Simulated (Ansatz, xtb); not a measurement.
System: CH₃S, charge -1, multiplicity 1. It need not be the lowest isomer of its formula. Whether it binds its extra electron was not tested at this geometry. 
Geometry from a B3LYP-D3(BJ)/def2-TZVP (Ansatz, a quantum-chemistry and plane-wave program) optimisation:
```
C
H 1 1.0953
H 1 1.0953 2 110.72
S 1 1.7522 2 112.96 3 -127.82
H 4 1.4124 1 112.06 2 63.32
```
Charge -1, spin multiplicity 1.

Harmonic wavenumbers from GFN2-xTB (xtb, at its own minimum), cm⁻¹: 420, 590, 746, 981, 1050, 1345, 1476, 2754, 2780.

Q: Give the harmonic wavenumbers at B3LYP-D3(BJ)/def2-TZVP (Ansatz, finite differences of forces, unscaled).

A: 532, 630, 810, 940, 1023, 1427, 2015, 2969, 3022 cm⁻¹. Zero-point energy 19.1 kcal/mol.

Q: From these and the geometry, give the ideal-gas thermochemistry at 298.15 K and 1 atm (rigid rotor, harmonic oscillator).

A: Point group Cs, rotational symmetry number 1. Rotational constants 137.6, 14.36, 14.2 GHz. S(trans) 37.47, S(rot) 19.98, S(vib) 1.40, S(elec, spin only) 0.00, S 58.9 cal/(mol K). H(298) - H(0) 2.69 kcal/mol; G - E(el) 4.3 kcal/mol.
